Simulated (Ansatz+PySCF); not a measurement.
The numbers below are computed, except where a source is named.
Input for PySCF 2.14.0:

```python
from pyscf import gto, scf, mp

mol = gto.M(atom="""
Li 0.000000 0.000000 -0.431420
H 0.000000 0.000000 1.294250
""", basis='def2-svp', charge=0, spin=0)
mf = scf.UHF(mol)
mf.kernel()
pt = mp.MP2(mf, frozen=None).run()
print(mf.e_tot, pt.e_corr, pt.e_tot)
```

The script is written out from the run's settings.

Output:

* Converged: yes
* Reference energy: -7.97711 hartree
* Correlation energy: -0.02183 hartree
* Total energy: -7.99894 hartree
